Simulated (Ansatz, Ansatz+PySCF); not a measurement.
```xyz
3

N     0.0000    0.0000   -1.0987
N     0.0000    0.0000   -0.0628
O     0.0000    0.0000    1.0164
```

RHF-MP2 on singlet N2O was run in several spherical basis sets with Ansatz (development build ahead of 0.2.0). Frozen core: 3 orbitals. Caution for RHF-MP2: no unrestricted run beside it, a lower state can exist.

Q: Rank the basis sets by the total energy that they give, lowest first, with the distance from the lowest.
A. cc-pVTZ
B. def2-TZVP
C. cc-pVDZ
D. def2-SVP
E. 6-31G(d)

A: B (0.00 eV), A (0.17 eV), C (5.15 eV), E (6.09 eV), D (9.53 eV).

Totals follow the description of the cores as much as that of the bonds, so this order isn't one of quality for chemistry.
